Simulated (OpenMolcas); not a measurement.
# CH3AlO (SMILES [CH3][Al]=[O]), step by step

Aim: the energy (HF/ANO-R0), then the energy (CASSCF(2,2)/ANO-R1), then the energy along one coordinate (CASPT2(2,2)/ANO-R1), then the energy along one coordinate (SC-NEVPT2(2,2)/ANO-R1), then an energy scan (MC-PDFT[tPBE](2,2)/ANO-R1) of CH3AlO. 

The results are computed with OpenMolcas 26.06.

### Step 1. Starting point

CH3AlO: 6 atoms, total charge 0, spin state singlet. SMILES: `[CH3][Al]=[O]`. The coordinates come from a PBE0-D4/def2-TZVP relaxation.

Bond lengths: C1–Al2 1.935 Å, Al2–O3 1.596 Å, C1–H4 1.092 Å, C1–H5 1.092 Å, C1–H6 1.092 Å. Angles: C1–Al2–O3 180.0°, Al2–C1–H4 110.5°, Al2–C1–H5 110.5°, Al2–C1–H6 110.5°, H4–C1–H5 108.4°, H4–C1–H6 108.4°, H5–C1–H6 108.4°.

### Step 2. A single-point energy at HF/ANO-R0 (sfX2C) (run 1)

File mol.xyz:

```xyz
6

C     -0.412500     0.498200    -0.315400
Al     0.696700    -0.841400     0.532500
O      1.611700    -1.946300     1.232100
H      0.065200     1.479100    -0.263900
H     -1.383600     0.560900     0.180800
H     -0.577400     0.249400    -1.366100
```

File step1.input:

```
* CH3AlO Hartree-Fock

&GATEWAY
 Coord=mol.xyz
 Basis=ANO-R0
 Group=NoSym

&SEWARD

&SCF
 PrOrbitals=0

&LOCALISATION
 Occupied
 Freeze
 Pipek-Mezey

&LOCALISATION
 FileOrb=$Project.LocOrb
 Virtual
 Pipek-Mezey
```

Started as:

```sh
$ export MOLCAS_MEM=1860
$ pymolcas step1.input > step1.log
```

The log of the run:

```text
--- Start Module: gateway ---
[...]
--- Stop Module: gateway /rc=_RC_ALL_IS_WELL_ ---
[...]
      Basis functions           22
[...]
       Convergence after  13 Iterations
[...]
::    Total SCF energy                               -356.4543156722
[...]
      Total spin, S                                     0.0000000000
[...]
      Total electronic charge=   30.000000
      Total            charge=   -0.000000
[...]
      Dipole Moment (debye):
      Origin of the operator (angstrom)=    0.6503   -0.7853    0.4971
                   X= -9.6920E-01               Y=  1.1703E+00               Z= -7.4107E-01           Total=  1.6906E+00
      Quadrupole Moment (debye*angstrom):
[...]
--- Start Module: localisation ---
[...]
--- Stop Module: localisation /rc=_RC_ALL_IS_WELL_ ---
--- Start Module: localisation ---
[...]
--- Stop Module: localisation /rc=_RC_ALL_IS_WELL_ ---
[...]
```

Wall time 5.7 s (1 thread of AMD EPYC 7R43 (Zen 3), shared host); peak memory 0.37 GiB.

### Step 3. A single-point energy at CASSCF(2,2)/ANO-R1 (sfX2C) (run 2)

mol.xyz is that of step 2.

File step2.inp:

```
* CH3AlO CASSCF

&GATEWAY
  Coord = mol.xyz
  Basis = ANO-R0
  Group = NoSym

&SEWARD

&RASSCF
  FileOrb = $CurrDir/step1.LocOrb
  Alter = 2
  1 12 15
  1 16 22
  Spin = 1
  Nactel = 2 0 0
  Inactive = 14
  Ras2 = 2
  OrbListing = Nothing
>>> COPY $Project.RunFile RUNFIL1
>>> COPY $Project.RasOrb INPORB

&GATEWAY
  Coord = mol.xyz
  Basis = ANO-R1
  Group = NoSym

&SEWARD
>>> COPY $Project.RunFile RUNFIL2

&EXPBAS

&RASSCF
  FileOrb = $Project.ExpOrb
  Spin = 1
  Nactel = 2 0 0
  Inactive = 14
  Ras2 = 2
  OrbListing = Nothing
  OrbAppear = Compact
```

Started as:

```sh
$ export MOLCAS_MEM=1860
$ pymolcas step2.inp > step2.log
```

The log of the run:

```text
--- Start Module: gateway ---
[...]
--- Stop Module: gateway /rc=_RC_ALL_IS_WELL_ ---
[...]
      Basis functions           22
[...]
      Number of active orbitals                  2
[...]
      Spin quantum number                      0.0
[...]
      Active orbitals                            2
[...]
      Number of CSFs                             3
[...]
      Number of root(s) required                 1
[...]
      Convergence after 18 iterations
[...]
      printout of CI-coefficients larger than  0.05 for root  1
      energy=    -356.467419
      conf/sym  11     Coeff  Weight
             1  20   0.99242 0.98489
             3  02  -0.12291 0.01511
      Natural orbitals and occupation numbers for root  1
      sym 1:   1.969785   0.030215
      ************************************************************************************************************************
      *                                                    Final results                                                     *
[...]
::    RASSCF root number  1 Total energy:   -356.46741947
[...]
      Basis functions           61
[...]
--- Start Module: expbas ---
[...]
--- Stop Module: expbas /rc=_RC_ALL_IS_WELL_ ---
--- Start Module: rasscf ---
[...]
      Convergence after 14 iterations
[...]
      Natural orbitals and occupation numbers for root  1
      sym 1:   1.973509   0.026491
      ************************************************************************************************************************
      *                                                    Final results                                                     *
[...]
::    RASSCF root number  1 Total energy:   -356.89870725
[...]
      Total electronic charge=   30.000000
      Total            charge=   -0.000000
[...]
      Dipole Moment (debye):
      Origin of the operator (angstrom)=    0.6503   -0.7853    0.4971
                   X= -3.8144E+00               Y=  4.6059E+00               Z= -2.9164E+00           Total=  6.6536E+00
      Quadrupole Moment (debye*angstrom):
[...]
--- Stop Module: rasscf /rc=_RC_ALL_IS_WELL_ ---
[...]
```

Wall time 18 s (1 thread of AMD EPYC 7R43 (Zen 3), shared host); peak memory 0.41 GiB.

### Step 4. The energy along one coordinate at CASPT2(2,2)/ANO-R1 (sfX2C, ipea shift 0.25 Eh, pt2 variant SS) (run 3)

File step3.input:

```
* CH3AlO CASPT2
>>> EXPORT MOLCAS_PRINT=2
>>> COPY $CurrDir/step2.RasOrb $Project.RasOrb
>>> ForEach K in (1, 2, 3, 4, 5, 6, 7, 8, 9)
&GATEWAY
Coord
$CurrDir/point$K.xyz
Basis
ANO-R1
Group
NoSym
&SEWARD
&RASSCF
FileOrb
$Project.RasOrb
Spin
1
Nactel
2 0 0
Inactive
14
Ras2
2
OrbListing
Nothing
OrbAppear
Compact
&CASPT2
Imaginary
0.2
Frozen
7
>>> EndDo
```

Started as:

```sh
$ export MOLCAS_MEM=1860
$ pymolcas step3.input > step3.log
```

The log of the run:

```text
[...]
      Basis functions           61
[...]
      Number of active orbitals                  2
[...]
      Spin quantum number                      0.0
[...]
      Active orbitals                            2
[...]
      Number of CSFs                             3
[...]
      Number of root(s) required                 1
[...]
      Convergence after 10 iterations
[...]
      Natural orbitals and occupation numbers for root  1
      sym 1:   1.981040   0.018960
      ************************************************************************************************************************
      *                                                    Final results                                                     *
[...]
::    RASSCF root number  1 Total energy:   -356.88026550
[...]
::    CASPT2 Root  1     Total energy:   -357.27774772
[...]
      Convergence after 11 iterations
[...]
      Natural orbitals and occupation numbers for root  1
      sym 1:   1.973504   0.026496
      ************************************************************************************************************************
      *                                                    Final results                                                     *
[...]
      Convergence after 13 iterations
[...]
      Natural orbitals and occupation numbers for root  1
      sym 1:   1.641192   0.358808
      ************************************************************************************************************************
      *                                                    Final results                                                     *
[...]
      Convergence after 12 iterations
[...]
      Natural orbitals and occupation numbers for root  1
      sym 1:   1.376007   0.623993
      ************************************************************************************************************************
      *                                                    Final results                                                     *
[...]
      Convergence after 13 iterations
[...]
      Natural orbitals and occupation numbers for root  1
      sym 1:   1.153855   0.846145
      ************************************************************************************************************************
      *                                                    Final results                                                     *
[...]
::    RASSCF root number  1 Total energy:   -356.78947386
[...]
::    CASPT2 Root  1     Total energy:   -357.17403840
[...]
      Convergence after 12 iterations
[...]
::    RASSCF root number  1 Total energy:   -356.78784434
[...]
::    CASPT2 Root  1     Total energy:   -357.17178423
[...]
```

Wall time 96 s (1 thread of AMD EPYC 7R43 (Zen 3), shared host); peak memory 0.41 GiB.

The scan, from its lowest point:

| Al2–C1 (Å) | energy (kJ/mol) |
| --- | --- |
| 1.741 | 43.6 |
| 1.935 | 0.0 |
| 2.128 | 15.5 |
| 2.419 | 79.5 |
| 2.806 | 171.9 |
| 3.289 | 252.5 |
| 3.870 | 297.9 |
| 4.644 | 315.9 |
| 5.805 | 321.8 |

### Step 5. An energy scan at SC-NEVPT2(2,2)/ANO-R1 (sfX2C, pt2 variant SC-NEVPT2) (run 4)

File step4.input:

```
>>> EXPORT MOLCAS_PRINT=2
>>> COPY $CurrDir/step2.RasOrb $Project.RasOrb
>>> ForEach K in (1, 2, 3, 4, 5, 6, 7, 8, 9)

&GATEWAY
  Coord
  $CurrDir/point$K.xyz
  Basis
  ANO-R1
  Group
  NoSym

&SEWARD

&RASSCF
  FileOrb
  $Project.RasOrb
  Spin
  1
  Nactel
  2 0 0
  Inactive
  14
  Ras2
  2
  OrbListing
  Nothing
  OrbAppear
  Compact

&CASPT2
  SC-NEVPT2
  Frozen
  7
>>> EndDo
```

Started as:

```sh
$ export MOLCAS_MEM=1860
$ pymolcas step4.input > step4.log
```

The log of the run:

```text
[...]
      Basis functions           61
[...]
      Number of active orbitals                  2
[...]
      Spin quantum number                      0.0
[...]
      Active orbitals                            2
[...]
      Number of CSFs                             3
[...]
      Number of root(s) required                 1
[...]
      Convergence after 10 iterations
[...]
      printout of CI-coefficients larger than  0.05 for root  1
      energy=    -356.880265
      conf/sym  11     Coeff  Weight
             1  20   0.99525 0.99052
             3  02  -0.09736 0.00948
      Natural orbitals and occupation numbers for root  1
      sym 1:   1.981040   0.018960
      ************************************************************************************************************************
      *                                                    Final results                                                     *
[...]
::    RASSCF root number  1 Total energy:   -356.88026550
[...]
      E2 (Variational):          -0.3918625301
[...]
::    SC-NEVPT2 Root  1     Total energy:   -357.27201084
[...]
      Convergence after 11 iterations
[...]
      Natural orbitals and occupation numbers for root  1
      sym 1:   1.973504   0.026496
      ************************************************************************************************************************
      *                                                    Final results                                                     *
[...]
      Convergence after 13 iterations
[...]
      Natural orbitals and occupation numbers for root  1
      sym 1:   1.641192   0.358808
      ************************************************************************************************************************
      *                                                    Final results                                                     *
[...]
      Convergence after 12 iterations
[...]
      Natural orbitals and occupation numbers for root  1
      sym 1:   1.376007   0.623993
      ************************************************************************************************************************
      *                                                    Final results                                                     *
[...]
      Convergence after 13 iterations
[...]
::    RASSCF root number  1 Total energy:   -356.78947386
[...]
::    SC-NEVPT2 Root  1     Total energy:   -357.17117686
[...]
      Convergence after 12 iterations
[...]
::    RASSCF root number  1 Total energy:   -356.78784434
[...]
      E2 (Variational):          -0.3814598627
[...]
      Reference weight:           0.86383
[...]
::    SC-NEVPT2 Root  1     Total energy:   -357.16930420
[...]
```

Wall time 92 s (1 thread of AMD EPYC 7R43 (Zen 3), shared host); peak memory 0.41 GiB.

The scan, from its lowest point:

| Al2–C1 (Å) | energy (kJ/mol) |
| --- | --- |
| 1.741 | 45.2 |
| 1.935 | 0.0 |
| 2.128 | 13.2 |
| 2.419 | 74.6 |
| 2.806 | 166.6 |
| 3.289 | 248.2 |
| 3.870 | 293.0 |
| 4.644 | 310.0 |
| 5.805 | 314.9 |

### Step 6. The energy along one coordinate at MC-PDFT[tPBE](2,2)/ANO-R1 (sfX2C) (run 5)

File step5.input:

```
* CH3AlO MC-PDFT
>>> COPY $CurrDir/step2.RasOrb $Project.RasOrb
>>> ForEach K in (1, 2, 3, 4, 5, 6, 7, 8, 9)
&GATEWAY
Coord=$CurrDir/point$K.xyz
Basis=ANO-R1
Group=NoSym
&SEWARD
&RASSCF
FileOrb=$Project.RasOrb
Spin=1
Nactel=2 0 0
Inactive=14
Ras2=2
OrbListing=Nothing
OrbAppear=Compact
&MCPDFT
KSDFT=T:PBE
>>> EndDo
```

Started as:

```sh
$ export MOLCAS_MEM=1860
$ pymolcas step5.input > step5.log
```

The log of the run:

```text
--- Start Module: gateway ---
[...]
      Basis functions           61
[...]
      Number of active orbitals                  2
[...]
      Spin quantum number                      0.0
[...]
      Active orbitals                            2
[...]
      Number of CSFs                             3
[...]
      Number of root(s) required                 1
[...]
      Convergence after 10 iterations
[...]
      printout of CI-coefficients larger than  0.05 for root  1
      energy=    -356.880265
      conf/sym  11     Coeff  Weight
             1  20   0.99525 0.99052
             3  02  -0.09736 0.00948
      Natural orbitals and occupation numbers for root  1
      sym 1:   1.981040   0.018960
      ************************************************************************************************************************
      *                                                    Final results                                                     *
[...]
::    RASSCF root number  1 Total energy:   -356.88026550
[...]
::    MCPDFT root number  1 Total energy:   -357.76996859
[...]
      Convergence after 11 iterations
[...]
      Natural orbitals and occupation numbers for root  1
      sym 1:   1.973504   0.026496
      ************************************************************************************************************************
      *                                                    Final results                                                     *
[...]
      Convergence after 13 iterations
[...]
      Natural orbitals and occupation numbers for root  1
      sym 1:   1.641192   0.358808
      ************************************************************************************************************************
      *                                                    Final results                                                     *
[...]
      Convergence after 12 iterations
[...]
      Natural orbitals and occupation numbers for root  1
      sym 1:   1.376007   0.623993
      ************************************************************************************************************************
      *                                                    Final results                                                     *
[...]
      Convergence after 13 iterations
[...]
::    RASSCF root number  1 Total energy:   -356.78947386
[...]
::    MCPDFT root number  1 Total energy:   -357.65584217
[...]
      Convergence after 12 iterations
[...]
::    RASSCF root number  1 Total energy:   -356.78784434
[...]
      Total electronic charge=   30.000000
      Total            charge=   -0.000000
[...]
::    MCPDFT root number  1 Total energy:   -357.65452513
[...]
```

It took 98 s on 1 thread of AMD EPYC 7R43 (Zen 3), shared host; peak memory 0.41 GiB.

The scan, from its lowest point:

| Al2–C1 (Å) | energy (kJ/mol) |
| --- | --- |
| 1.741 | 40.5 |
| 1.935 | 0.0 |
| 2.128 | 16.6 |
| 2.419 | 81.9 |
| 2.806 | 179.3 |
| 3.289 | 270.0 |
| 3.870 | 322.2 |
| 4.644 | 340.2 |
| 5.805 | 343.6 |

### Step 7. Summary of results

| quantity | value |
| --- | --- |
| run 1, HF/ANO-R0: total energy | -356.45432 Eh |
| run 1, HF/ANO-R0: dipole moment | 1.69 D |
| run 1, HF/ANO-R0: HOMO energy | -10.20 eV |
| run 1, HF/ANO-R0: LUMO energy | 3.37 eV |
| run 1, HF/ANO-R0: HOMO–LUMO gap | 13.57 eV |
| run 2, CASSCF(2,2)/ANO-R1: total energy | -356.89871 Eh |
| run 2, CASSCF(2,2)/ANO-R1: dipole moment (CASSCF density) | 6.65 D |
| run 3, CASPT2(2,2)/ANO-R1: lowest energy of the scan | -357.29435 Eh |
| run 4, SC-NEVPT2(2,2)/ANO-R1: lowest energy of the scan | -357.28924 Eh |
| run 5, MC-PDFT[tPBE](2,2)/ANO-R1: lowest energy of the scan | -357.78541 Eh |

What this shows: Mulliken charges (run 2, CASSCF(2,2)/ANO-R1) run from -0.86 on O3 to +1.05 on Al2; they depend strongly on the basis.
